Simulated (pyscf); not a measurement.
Optimised with ωB97X-D3(BJ)/def2-SVP in PySCF.

Question: Estimate the classical barrier height and the reaction energy of H₃C–O–Si(OH)(OH)–O–CH₃ + HO–SiH₃ → CH₄ + H₃C–O–Si(OH)(OH)–O–SiH₂–OH at ωB97M-D3(BJ)/def2-TZVP. The step runs on the singlet surface, breaks C–O, H–Si and forms C–H, O–Si; take the separated reactants as zero.

Answer: ΔE‡ = 2.60 eV, ΔE = -2.47 eV. Zero-point energy shifts the barrier by +0.03 eV. It is a four-centre exchange, with an imaginary mode of 1133i cm⁻¹. On the reactant side the descent ends in a bound adduct (not fully relaxed), 0.35 eV under the separated species and 2.97 eV under the saddle at ωB97X-D3(BJ)/def2-TZVP. H₃C–O–Si(OH)(OH)–O–CH₃ lies 0.69 eV over its isomer H₃C–CH₂–O–Si(OH)(OH)–OH (electronic energy, ωB97M-D3(BJ)/def2-TZVP). This is the saddle that the search found; another between the same sides may lie lower.
